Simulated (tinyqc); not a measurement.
Inside a calculation (part 1 of 2). Method: UHF in the sto-6g basis, for NH, spin multiplicity 3. Computed by tinyqc, a small Python program that keeps every step (integrals from PySCF). Settings: charge = 0, multiplicity = 3, basis = sto-6g, energy threshold = 1e-09, iteration cap = 54, orthogonalisation = symmetric, start = atomic densities, DIIS depth = 8, DIIS from iteration = 3, shift = 1.0, method = UHF. Command: `OMP_NUM_THREADS=1 python tinyqc.py 24433 24434 out.jsonl` (the two numbers bound the seeds that draw the settings). One thread of a shared host (Intel(R) Xeon(R) Processor @ 2.60GHz), about 0.2 s of CPU time with the checks. Later iterations appear only in the table of the cycle.

## One-electron integrals

Geometry (angstrom):
```
atom        x        y        z
N     0.00000  0.00000  0.00000
H     0.00000  0.00000  1.43400
```

Basis sto-6g: exponents (1/bohr^2) and contraction coefficients of normalised primitives:
```
element  l (shell)    exponent  coefficient
N            s (1)  1027.82846      0.00916
N            s (1)   188.45122      0.04936
N            s (1)    52.72186      0.16854
N            s (1)    18.11138      0.37056
N            s (1)     7.03318      0.41649
N            s (1)     2.89665      0.13033
N            s (2)    39.19881     -0.01325
N            s (2)     7.75847     -0.04699
N            s (2)     2.41133     -0.03379
N            s (2)     0.92772      0.25024
N            s (2)     0.40291      0.59512
N            s (2)     0.18468      0.24071
N            p (3)    39.19881      0.00376
N            p (3)     7.75847      0.03768
N            p (3)     2.41133      0.17390
N            p (3)     0.92772      0.41804
N            p (3)     0.40291      0.42586
N            p (3)     0.18468      0.10171
H            s (1)    35.52322      0.00916
H            s (1)     6.51314      0.04936
H            s (1)     1.82214      0.16854
H            s (1)     0.62596      0.37056
H            s (1)     0.24308      0.41649
H            s (1)     0.10011      0.13033
```

Overlap, kinetic and nuclear-attraction integrals over the contracted functions; the nuclear repulsion is the sum of Za Zb / Rab.

nuclear repulsion = 2.5831524 hartree

overlap S, order 1N 1s, 1N 2s, 1N 2px, 1N 2py, 1N 2pz, 2H 1s:
```
[[1.00000, 0.22942, 0.00000, 0.00000, 0.00000, 0.02281],
 [0.22942, 1.00000, 0.00000, 0.00000, 0.00000, 0.27315],
 [0.00000, 0.00000, 1.00000, 0.00000, 0.00000, 0.00000],
 [0.00000, 0.00000, 0.00000, 1.00000, 0.00000, 0.00000],
 [0.00000, 0.00000, 0.00000, 0.00000, 1.00000, 0.27983],
 [0.02281, 0.27315, 0.00000, 0.00000, 0.27983, 1.00000]]
```

kinetic energy T (hartree), order 1N 1s, 1N 2s, 1N 2px, 1N 2py, 1N 2pz, 2H 1s:
```
[[22.23641, -0.67875, 0.00000, 0.00000, 0.00000, -0.00669],
 [-0.67875, 0.63290, 0.00000, 0.00000, 0.00000, 0.01276],
 [0.00000, 0.00000, 1.90129, 0.00000, 0.00000, 0.00000],
 [0.00000, 0.00000, 0.00000, 1.90129, 0.00000, 0.00000],
 [0.00000, 0.00000, 0.00000, 0.00000, 1.90129, 0.07873],
 [-0.00669, 0.01276, 0.00000, 0.00000, 0.07873, 0.76852]]
```

nuclear attraction V (hartree), order 1N 1s, 1N 2s, 1N 2px, 1N 2py, 1N 2pz, 2H 1s:
```
[[-47.04250, -4.73172, 0.00000, 0.00000, -0.00835, -0.53537],
 [-4.73172, -7.19346, 0.00000, 0.00000, -0.09936, -1.43996],
 [0.00000, 0.00000, -7.17420, 0.00000, 0.00000, 0.00000],
 [0.00000, 0.00000, 0.00000, -7.17420, 0.00000, 0.00000],
 [-0.00835, -0.09936, 0.00000, 0.00000, -7.23108, -1.33317],
 [-0.53537, -1.43996, 0.00000, 0.00000, -1.33317, -3.80912]]
```

core Hamiltonian H = T + V (hartree), order 1N 1s, 1N 2s, 1N 2px, 1N 2py, 1N 2pz, 2H 1s:
```
[[-24.80609, -5.41046, 0.00000, 0.00000, -0.00835, -0.54207],
 [-5.41046, -6.56056, 0.00000, 0.00000, -0.09936, -1.42720],
 [0.00000, 0.00000, -5.27291, 0.00000, 0.00000, 0.00000],
 [0.00000, 0.00000, 0.00000, -5.27291, 0.00000, 0.00000],
 [-0.00835, -0.09936, 0.00000, 0.00000, -5.32979, -1.25444],
 [-0.54207, -1.42720, 0.00000, 0.00000, -1.25444, -3.04060]]
```

## Two-electron integrals

Functions are numbered as in S; the eight-fold symmetry (ij|kl) = (ji|kl) = (kl|ij) leaves the list below.

Two-electron integrals (ij|kl) in chemists' order, unique and non-zero (hartree):
```
(11|11) 4.16874   (21|11) 0.58365   (21|21) 0.10411   (22|11) 0.96849
(22|21) 0.21445   (22|22) 0.70840   (31|31) 0.02207   (32|31) 0.03361
(32|32) 0.15658   (33|11) 0.96849   (33|21) 0.21445   (33|22) 0.70840
(33|33) 0.76324   (41|41) 0.02207   (42|41) 0.03361   (42|42) 0.15658
(43|43) 0.04113   (44|11) 0.96849   (44|21) 0.21445   (44|22) 0.70840
(44|33) 0.68098   (44|44) 0.76324   (51|51) 0.02207   (52|51) 0.03361
(52|52) 0.15658   (53|53) 0.04113   (54|54) 0.04113   (55|11) 0.96849
(55|21) 0.21445   (55|22) 0.70840   (55|33) 0.68098   (55|44) 0.68098
(55|55) 0.76324   (61|11) 0.06145   (61|21) 0.01053   (61|22) 0.02129
(61|33) 0.02123   (61|44) 0.02123   (61|51) 0.00059   (61|52) 0.00117
(61|55) 0.02140   (61|61) 0.00109   (62|11) 0.17927   (62|21) 0.04039
(62|22) 0.15132   (62|33) 0.14809   (62|44) 0.14809   (62|51) 0.00362
(62|52) 0.02860   (62|55) 0.15778   (62|61) 0.00416   (62|62) 0.04522
(63|31) 0.00396   (63|32) 0.02338   (63|53) 0.00548   (63|63) 0.00529
(64|41) 0.00396   (64|42) 0.02338   (64|54) 0.00548   (64|64) 0.00529
(65|11) 0.15646   (65|21) 0.03568   (65|22) 0.14178   (65|33) 0.13542
(65|44) 0.13542   (65|51) 0.00661   (65|52) 0.04742   (65|55) 0.15448
(65|61) 0.00381   (65|62) 0.05071   (65|65) 0.06116   (66|11) 0.36697
(66|21) 0.08411   (66|22) 0.36077   (66|33) 0.34633   (66|44) 0.34633
(66|51) 0.00798   (66|52) 0.08890   (66|55) 0.38967   (66|61) 0.00871
(66|62) 0.14873   (66|65) 0.18546   (66|66) 0.77500
```

## Orthogonalisation

S = U s U^T; symmetric (Loewdin) form X = U s^(-1/2) U^T, so that X^T S X = 1.

eigenvalues of S: [0.58071, 0.84089, 1.00000, 1.00000, 1.14133, 1.43708]

X, order 1N 1s, 1N 2s, 1N 2px, 1N 2py, 1N 2pz, 2H 1s:
```
[[1.02101, -0.12237, 0.00000, 0.00000, -0.00371, 0.01451],
 [-0.12237, 1.05365, 0.00000, 0.00000, 0.03314, -0.15461],
 [0.00000, 0.00000, 1.00000, 0.00000, 0.00000, 0.00000],
 [0.00000, 0.00000, 0.00000, 1.00000, 0.00000, 0.00000],
 [-0.00371, 0.03314, 0.00000, 0.00000, 1.03315, -0.15527],
 [0.01451, -0.15461, 0.00000, 0.00000, -0.15527, 1.06519]]
```

## Starting guess

The start is atomic minimal-basis densities projected into this basis (PySCF's MINAO start) and scaled to the electron count of each spin; this density is not idempotent, so its energy is not variational and may lie below the converged one.

D(alpha) at the start, order 1N 1s, 1N 2s, 1N 2px, 1N 2py, 1N 2pz, 2H 1s:
```
[[1.32790, -0.30216, 0.00000, 0.00000, 0.00317, -0.00827],
 [-0.30216, 1.31809, 0.00000, 0.00000, -0.01494, 0.04195],
 [0.00000, 0.00000, 0.62023, 0.00000, 0.00000, 0.00000],
 [0.00000, 0.00000, 0.00000, 0.62023, 0.00000, 0.00000],
 [0.00317, -0.01494, 0.00000, 0.00000, 0.59954, 0.04065],
 [-0.00827, 0.04195, 0.00000, 0.00000, 0.04065, 0.60736]]
```

D(beta) at the start, order 1N 1s, 1N 2s, 1N 2px, 1N 2py, 1N 2pz, 2H 1s:
```
[[0.79674, -0.18130, 0.00000, 0.00000, 0.00190, -0.00496],
 [-0.18130, 0.79085, 0.00000, 0.00000, -0.00896, 0.02517],
 [0.00000, 0.00000, 0.37214, 0.00000, 0.00000, 0.00000],
 [0.00000, 0.00000, 0.00000, 0.37214, 0.00000, 0.00000],
 [0.00190, -0.00896, 0.00000, 0.00000, 0.35972, 0.02439],
 [-0.00496, 0.02517, 0.00000, 0.00000, 0.02439, 0.36442]]
```

## Iteration 1: building the Fock matrix

J_ij = sum D_kl (ij|kl) with D = D(alpha) + D(beta), K_ij = sum D_kl (ik|jl) for each spin; F = H + J - K(s); E = tr D H + tr D J / 2 - 0.5 sum_s tr D(s) K(s) + E_nn.

Coulomb J (hartree), order 1N 1s, 1N 2s, 1N 2px, 1N 2py, 1N 2pz, 2H 1s:
```
[[13.58585, 2.31450, 0.00000, 0.00000, 0.00771, 0.23739],
 [2.31450, 5.81861, 0.00000, 0.00000, 0.08922, 1.26199],
 [0.00000, 0.00000, 5.80422, 0.00000, 0.00000, 0.00000],
 [0.00000, 0.00000, 0.00000, 5.80422, 0.00000, 0.00000],
 [0.00771, 0.08922, 0.00000, 0.00000, 5.84739, 1.20659],
 [0.23739, 1.26199, 0.00000, 0.00000, 1.20659, 3.31319]]
```

exchange K(alpha) (hartree), order 1N 1s, 1N 2s, 1N 2px, 1N 2py, 1N 2pz, 2H 1s:
```
[[5.36138, 0.79917, 0.00000, 0.00000, 0.00314, 0.09270],
 [0.79917, 1.27231, 0.00000, 0.00000, 0.03383, 0.36211],
 [0.00000, 0.00000, 0.74450, 0.00000, 0.00000, 0.00000],
 [0.00000, 0.00000, 0.00000, 0.74450, 0.00000, 0.00000],
 [0.00314, 0.03383, 0.00000, 0.00000, 0.77757, 0.27021],
 [0.09270, 0.36211, 0.00000, 0.00000, 0.27021, 0.59839]]
```

exchange K(beta) (hartree), order 1N 1s, 1N 2s, 1N 2px, 1N 2py, 1N 2pz, 2H 1s:
```
[[3.21683, 0.47950, 0.00000, 0.00000, 0.00188, 0.05562],
 [0.47950, 0.76339, 0.00000, 0.00000, 0.02030, 0.21726],
 [0.00000, 0.00000, 0.44670, 0.00000, 0.00000, 0.00000],
 [0.00000, 0.00000, 0.00000, 0.44670, 0.00000, 0.00000],
 [0.00188, 0.02030, 0.00000, 0.00000, 0.46654, 0.16212],
 [0.05562, 0.21726, 0.00000, 0.00000, 0.16212, 0.35904]]
```

F(alpha) (hartree), order 1N 1s, 1N 2s, 1N 2px, 1N 2py, 1N 2pz, 2H 1s:
```
[[-16.58162, -3.89514, 0.00000, 0.00000, -0.00378, -0.39738],
 [-3.89514, -2.01426, 0.00000, 0.00000, -0.04396, -0.52731],
 [0.00000, 0.00000, -0.21319, 0.00000, 0.00000, 0.00000],
 [0.00000, 0.00000, 0.00000, -0.21319, 0.00000, 0.00000],
 [-0.00378, -0.04396, 0.00000, 0.00000, -0.25997, -0.31806],
 [-0.39738, -0.52731, 0.00000, 0.00000, -0.31806, -0.32580]]
```

F(beta) (hartree), order 1N 1s, 1N 2s, 1N 2px, 1N 2py, 1N 2pz, 2H 1s:
```
[[-14.43707, -3.57547, 0.00000, 0.00000, -0.00253, -0.36030],
 [-3.57547, -1.50534, 0.00000, 0.00000, -0.03043, -0.38247],
 [0.00000, 0.00000, 0.08461, 0.00000, 0.00000, 0.00000],
 [0.00000, 0.00000, 0.00000, 0.08461, 0.00000, 0.00000],
 [-0.00253, -0.03043, 0.00000, 0.00000, 0.05106, -0.20998],
 [-0.36030, -0.38247, 0.00000, 0.00000, -0.20998, -0.08645]]
```

total energy of this density = -54.6914618 hartree

This density is the starting one; it is not idempotent, so its energy is not variational and may lie below the converged one.

## Iteration 1: diagonalisation and new density

A level shift of 1 hartree raises the virtual space: F + shift (S - S D(s) S), with D(s) the density of one spin. Diagonalise F' = X^T F X, C = X C', fill 5 alpha and 3 beta electrons from the bottom; D(s) = C_occ C_occ^T. Each column has its largest component positive (the first on a tie).

F' = X^T F X (alpha) (hartree):
```
[[-16.61056, -1.87491, 0.00000, 0.00000, -0.01500, -0.01041],
 [-1.87491, -1.57804, 0.00000, 0.00000, 0.03230, -0.58054],
 [0.00000, 0.00000, 0.16658, 0.00000, 0.00000, 0.00000],
 [0.00000, 0.00000, 0.00000, 0.16658, 0.00000, 0.00000],
 [-0.01500, 0.03230, 0.00000, 0.00000, 0.20577, -0.48308],
 [-0.01041, -0.58054, 0.00000, 0.00000, -0.48308, 0.21142]]
```

orbital energies (alpha) (hartree): [-16.84127, -1.54536, -0.16998, 0.16658, 0.16658, 0.78520]

coefficients C (alpha), order 1N 1s, 1N 2s, 1N 2px, 1N 2py, 1N 2pz, 2H 1s:
```
[[0.99848, -0.22895, 0.06656, 0.00000, 0.00000, 0.06197],
 [0.00649, 0.95074, -0.34174, 0.00000, 0.00000, -0.35975],
 [0.00000, 0.00000, 0.00000, 0.09949, 0.99504, 0.00000],
 [0.00000, 0.00000, 0.00000, 0.99504, -0.09949, 0.00000],
 [0.00043, 0.05512, 0.69722, 0.00000, 0.00000, -0.77683],
 [0.00050, 0.19201, 0.53998, 0.00000, 0.00000, 0.92435]]
```

F' = X^T F X (beta) (hartree):
```
[[-13.94331, -1.85981, 0.00000, 0.00000, -0.01632, -0.00257],
 [-1.85981, -0.60451, 0.00000, 0.00000, 0.03408, -0.41344],
 [0.00000, 0.00000, 0.71247, 0.00000, 0.00000, 0.00000],
 [0.00000, 0.00000, 0.00000, 0.71247, 0.00000, 0.00000],
 [-0.01632, 0.03408, 0.00000, 0.00000, 0.75341, -0.36466],
 [-0.00257, -0.41344, 0.00000, 0.00000, -0.36466, 0.67721]]
```

orbital energies (beta) (hartree): [-14.19801, -0.49959, 0.43372, 0.71247, 0.71247, 1.14668]

coefficients C (beta), order 1N 1s, 1N 2s, 1N 2px, 1N 2py, 1N 2pz, 2H 1s:
```
[[0.99501, -0.23941, 0.07784, 0.00000, 0.00000, 0.06502],
 [0.02113, 0.93971, -0.37583, 0.00000, 0.00000, -0.35412],
 [0.00000, 0.00000, 0.00000, 0.99992, -0.01286, 0.00000],
 [0.00000, 0.00000, 0.00000, 0.01286, 0.99992, 0.00000],
 [0.00110, 0.05401, 0.65325, 0.00000, 0.00000, -0.81423],
 [-0.00252, 0.21415, 0.58599, 0.00000, 0.00000, 0.89085]]
```

D(alpha) after iteration 1, order 1N 1s, 1N 2s, 1N 2px, 1N 2py, 1N 2pz, 2H 1s:
```
[[1.05381, -0.23394, 0.00000, 0.00000, 0.03422, -0.00752],
 [-0.23394, 1.02074, 0.00000, 0.00000, -0.18586, -0.00198],
 [0.00000, 0.00000, 1.00000, 0.00000, 0.00000, 0.00000],
 [0.00000, 0.00000, 0.00000, 1.00000, 0.00000, 0.00000],
 [0.03422, -0.18586, 0.00000, 0.00000, 0.48916, 0.38707],
 [-0.00752, -0.00198, 0.00000, 0.00000, 0.38707, 0.32844]]
```

D(beta) after iteration 1, order 1N 1s, 1N 2s, 1N 2px, 1N 2py, 1N 2pz, 2H 1s:
```
[[1.05342, -0.23321, 0.00000, 0.00000, 0.03901, -0.00816],
 [-0.23321, 1.02476, 0.00000, 0.00000, -0.19473, -0.01905],
 [0.00000, 0.00000, 0.00000, 0.00000, 0.00000, 0.00000],
 [0.00000, 0.00000, 0.00000, 0.00000, 0.00000, 0.00000],
 [0.03901, -0.19473, 0.00000, 0.00000, 0.42965, 0.39436],
 [-0.00816, -0.01905, 0.00000, 0.00000, 0.39436, 0.38925]]
```

Within a degenerate level the vectors are fixed only up to a rotation; this is one choice.

## Iteration 2: building the Fock matrix

As before.

Coulomb J (hartree), order 1N 1s, 1N 2s, 1N 2px, 1N 2py, 1N 2pz, 2H 1s:
```
[[13.54549, 2.31129, 0.00000, 0.00000, -0.00646, 0.23652],
 [2.31129, 5.83063, 0.00000, 0.00000, 0.02241, 1.25343],
 [0.00000, 0.00000, 5.81270, 0.00000, 0.00000, 0.00000],
 [0.00000, 0.00000, 0.00000, 5.81270, 0.00000, 0.00000],
 [-0.00646, 0.02241, 0.00000, 0.00000, 5.86650, 1.19047],
 [0.23652, 1.25343, 0.00000, 0.00000, 1.19047, 3.25639]]
```

exchange K(alpha) (hartree), order 1N 1s, 1N 2s, 1N 2px, 1N 2py, 1N 2pz, 2H 1s:
```
[[4.28105, 0.66836, 0.00000, 0.00000, -0.00137, 0.07529],
 [0.66836, 1.15800, 0.00000, 0.00000, -0.05683, 0.29209],
 [0.00000, 0.00000, 0.99768, 0.00000, 0.00000, 0.00000],
 [0.00000, 0.00000, 0.00000, 0.99768, 0.00000, 0.00000],
 [-0.00137, -0.05683, 0.00000, 0.00000, 0.76236, 0.31310],
 [0.07529, 0.29209, 0.00000, 0.00000, 0.31310, 0.46466]]
```

exchange K(beta) (hartree), order 1N 1s, 1N 2s, 1N 2px, 1N 2py, 1N 2pz, 2H 1s:
```
[[4.23488, 0.59967, 0.00000, 0.00000, 0.00089, 0.06653],
 [0.59967, 0.83660, 0.00000, 0.00000, -0.06166, 0.24490],
 [0.00000, 0.00000, 0.19113, 0.00000, 0.00000, 0.00000],
 [0.00000, 0.00000, 0.00000, 0.19113, 0.00000, 0.00000],
 [0.00089, -0.06166, 0.00000, 0.00000, 0.63969, 0.30355],
 [0.06653, 0.24490, 0.00000, 0.00000, 0.30355, 0.49451]]
```

F(alpha) (hartree), order 1N 1s, 1N 2s, 1N 2px, 1N 2py, 1N 2pz, 2H 1s:
```
[[-15.54165, -3.76753, 0.00000, 0.00000, -0.01344, -0.38083],
 [-3.76753, -1.88793, 0.00000, 0.00000, -0.02012, -0.46586],
 [0.00000, 0.00000, -0.45790, 0.00000, 0.00000, 0.00000],
 [0.00000, 0.00000, 0.00000, -0.45790, 0.00000, 0.00000],
 [-0.01344, -0.02012, 0.00000, 0.00000, -0.22565, -0.37707],
 [-0.38083, -0.46586, 0.00000, 0.00000, -0.37707, -0.24887]]
```

F(beta) (hartree), order 1N 1s, 1N 2s, 1N 2px, 1N 2py, 1N 2pz, 2H 1s:
```
[[-15.49548, -3.69884, 0.00000, 0.00000, -0.01570, -0.37208],
 [-3.69884, -1.56653, 0.00000, 0.00000, -0.01528, -0.41868],
 [0.00000, 0.00000, 0.34866, 0.00000, 0.00000, 0.00000],
 [0.00000, 0.00000, 0.00000, 0.34866, 0.00000, 0.00000],
 [-0.01570, -0.01528, 0.00000, 0.00000, -0.10298, -0.36751],
 [-0.37208, -0.41868, 0.00000, 0.00000, -0.36751, -0.27873]]
```

total energy of this density = -54.7258665 hartree

## Iteration 2: diagonalisation and new density

As before.

F' = X^T F X (alpha) (hartree):
```
[[-15.29732, -1.88434, 0.00000, 0.00000, -0.04179, 0.00000],
 [-1.88434, -1.17948, 0.00000, 0.00000, 0.18915, -0.41040],
 [0.00000, 0.00000, -0.45790, 0.00000, 0.00000, 0.00000],
 [0.00000, 0.00000, 0.00000, -0.45790, 0.00000, 0.00000],
 [-0.04179, 0.18915, 0.00000, 0.00000, 0.27675, -0.83386],
 [0.00000, -0.41040, 0.00000, 0.00000, -0.83386, 0.50083]]
```

orbital energies (alpha) (hartree): [-15.54470, -1.04056, -0.45790, -0.45790, -0.42807, 1.31411]

coefficients C (alpha), order 1N 1s, 1N 2s, 1N 2px, 1N 2py, 1N 2pz, 2H 1s:
```
[[0.99644, -0.24176, 0.00000, 0.00000, 0.05238, 0.05979],
 [0.01531, 0.97983, 0.00000, 0.00000, -0.27460, -0.33832],
 [0.00000, 0.00000, 0.99325, -0.11598, 0.00000, 0.00000],
 [0.00000, 0.00000, 0.11598, 0.99325, 0.00000, 0.00000],
 [0.00139, 0.02122, 0.00000, 0.00000, 0.69572, -0.77983],
 [-0.00232, 0.13391, 0.00000, 0.00000, 0.55665, 0.92469]]
```

F' = X^T F X (beta) (hartree):
```
[[-15.26126, -1.85716, 0.00000, 0.00000, -0.04798, 0.00074],
 [-1.85716, -0.85571, 0.00000, 0.00000, 0.20721, -0.39462],
 [0.00000, 0.00000, 1.34866, 0.00000, 0.00000, 0.00000],
 [0.00000, 0.00000, 0.00000, 1.34866, 0.00000, 0.00000],
 [-0.04798, 0.20721, 0.00000, 0.00000, 0.45886, -0.84347],
 [0.00074, -0.39462, 0.00000, 0.00000, -0.84347, 0.40484]]
```

orbital energies (beta) (hartree): [-15.49702, -0.76021, -0.36294, 1.34866, 1.34866, 1.36690]

coefficients C (beta), order 1N 1s, 1N 2s, 1N 2px, 1N 2py, 1N 2pz, 2H 1s:
```
[[0.99751, -0.22514, 0.08859, 0.00000, 0.00000, 0.06392],
 [0.01082, 0.91555, -0.43312, 0.00000, 0.00000, -0.35244],
 [0.00000, 0.00000, 0.00000, 0.73157, -0.68177, 0.00000],
 [0.00000, 0.00000, 0.00000, 0.68177, 0.73157, 0.00000],
 [0.00157, 0.08228, 0.63201, 0.00000, 0.00000, -0.82850],
 [-0.00194, 0.25232, 0.59242, 0.00000, 0.00000, 0.87649]]
```

D(alpha) after iteration 2, order 1N 1s, 1N 2s, 1N 2px, 1N 2py, 1N 2pz, 2H 1s:
```
[[1.05407, -0.23601, 0.00000, 0.00000, 0.03270, -0.00552],
 [-0.23601, 1.03570, 0.00000, 0.00000, -0.17023, -0.02168],
 [0.00000, 0.00000, 1.00000, 0.00000, 0.00000, 0.00000],
 [0.00000, 0.00000, 0.00000, 1.00000, 0.00000, 0.00000],
 [0.03270, -0.17023, 0.00000, 0.00000, 0.48448, 0.39011],
 [-0.00552, -0.02168, 0.00000, 0.00000, 0.39011, 0.32780]]
```

D(beta) after iteration 2, order 1N 1s, 1N 2s, 1N 2px, 1N 2py, 1N 2pz, 2H 1s:
```
[[1.05356, -0.23371, 0.00000, 0.00000, 0.03903, -0.00626],
 [-0.23371, 1.02594, 0.00000, 0.00000, -0.19839, -0.02561],
 [0.00000, 0.00000, 0.00000, 0.00000, 0.00000, 0.00000],
 [0.00000, 0.00000, 0.00000, 0.00000, 0.00000, 0.00000],
 [0.03903, -0.19839, 0.00000, 0.00000, 0.40621, 0.39517],
 [-0.00626, -0.02561, 0.00000, 0.00000, 0.39517, 0.41463]]
```

Within a degenerate level the vectors are fixed only up to a rotation; this is one choice.
